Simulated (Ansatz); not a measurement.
A made-up structure of CHSSi, doublet:

```
atom    x (Å)    y (Å)    z (Å)
 Si1  -0.4931   0.1634   0.1715
  C2  -1.8352   0.2282   1.1877
  S3   0.7056   0.2402  -0.9305
  H4   1.6227  -0.6319  -0.4287
```

It is relaxed with PBE-D4/def2-SVP and then PBE0-D4/def2-TZVP (Ansatz 0.2.0). Atoms count as bonded within 1.22 times the sum of their covalent radii (H–H: 0.88 Å). The end point is not checked to be a true minimum.

Q: Does its bonding change? (Judge from chemistry; the calculation decides.)

A: By the calculation: No: no bond forms or breaks.

Where it ends: The first stage lowers the energy by 4.35 eV in 12 steps. It ends as CHSSi ([C][Si][SH]):
```
4
angstrom
Si -0.6322 -0.5816 0.4774
C -1.8367 0.6960 0.9620
S 0.8544 0.4827 -0.5908
H 1.6145 -0.5972 -0.8486
```

Labels in which every atom is bracketed show which atoms are joined, not bond orders.

For scale, one of the runs: PBE0-D4/def2-TZVP relaxation, 111 basis functions, launched by `ansatz run in.yaml --threads 2 --pin off --events-out ev --progress --plain --max-ram 4352MiB`. The run took about 53 s on 2 CPU threads of an Arm Neoverse V2 (shared host).
